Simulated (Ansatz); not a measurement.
**NaCl (singlet): wave-function methods side by side, cc-pVTZ**

An exercise on one series of results from a longer session: the logs are not shown, and one member is left open.

Computed with Ansatz 0.2.0, Gaussian basis. Level: cc-pVTZ, core rule «outside noble gas», up to 10 orbitals frozen.

To be run: UHF; CCSD(T) on RHF; BCCD(T) on RHF; CISD; CCSDT(Q) on RHF; CCSDTQ on RHF.

19 further runs of the same task are left out: 10 for a known fault of the program, 9 set aside as unsound or not needed.

## What is computed

The geometry is an MP2(full)/6-31G* stationary point (not a proven minimum).

2 atoms, charge 0, spin multiplicity 1.

Atoms are counted from 1 here; the program's logs count them from 0.

Bond lengths: Na1–Cl2 2.391 Å.

The first run:

Input file in.yaml:

```yaml
crystal:
  periodic: [false, false, false]
  atoms:
    - {symbol: Na, position_ang: [0.000000, 0.000000, 0.000000]}
    - {symbol: Cl, position_ang: [0.000000, 0.000000, 2.390970]}
basis:
  gaussian: {orbitals: cc-pVTZ}
magnetization: {spin_polarized: true, initial_magnetization: 0}
hamiltonian: {xc: hf}
output: {orbitals: {seedname: orbitals}}
```

Command:

```
$ ansatz run in.yaml --threads 1 --pin off --events-out ev --progress --plain --max-ram 4096MiB --backend cpu
```

Among the steps run: UHF; CCSD(T) on RHF; BCCD(T) on RHF; CISD; CCSDT(Q) on RHF; CCSDTQ on RHF.

One of the session's tables, all rows but one given; the rest of the session is left out.

| method | from RCCSDTQ (kcal/mol) |
| --- | --- |
| RHF | +141.61 |
| RMP2 | +15.55 |
| CISD | ? |
| RCCSD | +5.57 |
| RCCSD(T) | +0.47 |
| BCCD(T) | +0.46 |
| RCCSDT | +0.21 |
| RCCSDT(Q) | 0.00 |
| RCCSDTQ | 0 |

Q: Estimate the row for CISD from the others.

As computed: from RCCSDTQ (kcal/mol): +12.17. In the column «from RCCSDTQ (kcal/mol)» it lies between RCCSD (+5.57) and RMP2 (+15.55).
